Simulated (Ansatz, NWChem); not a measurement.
**Worked example: the enthalpy of formation of C3O2 (carbon suboxide)**

C3O2: 5 atoms, total charge 0, spin state singlet. As SMILES, `O=C=C=C=O`. The coordinates come from a PBE0-D4/def2-TZVP relaxation.

Total energies at HF/3-21G (NWChem 7.3.0); the atoms run unrestricted:

```tsv
species	state	energy (Eh)
C3O2	singlet	-261.808135
O	triplet	-74.393657
C	triplet	-37.481070
```

Harmonic wavenumbers at PBE0-D4/def2-TZVP, in cm⁻¹: 56, 56, 578, 578, 598, 598, 790, 1671, 2299, 2420.

Measured heats of formation of the gaseous atoms at 298.15 K, in kJ/mol: O 249.2, C 716.9. Spin-orbit lowering of the atoms at 298 K (mean of the ground term's levels less their thermal mean, from spectra), in kJ/mol: O 0.40, C 0.02. Take 1 Eh = 2625.50 kJ/mol, 1 cm⁻¹ = 0.0119627 kJ/mol, RT = 2.479 kJ/mol.

Question: Work out the heat of formation of the gas at 298 K.

Answer: 
1. Electronic atomisation energy: 2 × (-74.393657) + 3 × (-37.481070) − (-261.808135) = 0.577611 Eh = 1516.5 kJ/mol.
2. Zero-point energy: half the sum of the wavenumbers, 4822 cm⁻¹ = 57.7 kJ/mol.
3. Thermal vibrational enthalpy, Σ hcν̃/(exp(hcν̃/kT) − 1): 6.3 kJ/mol. Translation, rotation and pV of a linear molecule: 3.5 RT = 8.7 kJ/mol.
4. The 5 free atoms carry 5/2 RT each: 31.0 kJ/mol.
5. Spin-orbit coupling lowers the free atoms by 2 × 0.40 + 3 × 0.02 = 0.9 kJ/mol.
6. Atomisation enthalpy at 298 K: 1516.5 − 0.9 − 57.7 − 6.3 − 8.7 + 31.0 = 1473.9 kJ/mol.
7. Sum of the atoms' heats of formation: 2649.1 kJ/mol. Heat of formation: 2649.1 − 1473.9 = +1175.2 kJ/mol.

The tabulated value is -95.6 kJ/mol (Active Thermochemical Tables), so this level is off by +1270.8 kJ/mol, or 46.3 % of the atomisation enthalpy. Hartree–Fock leaves out correlation, which is larger in the molecule than in the atoms, so it underbinds and puts the heat of formation too high. A basis without polarisation functions underbinds badly. Anharmonicity and any spin-orbit splitting of the molecule are left out.
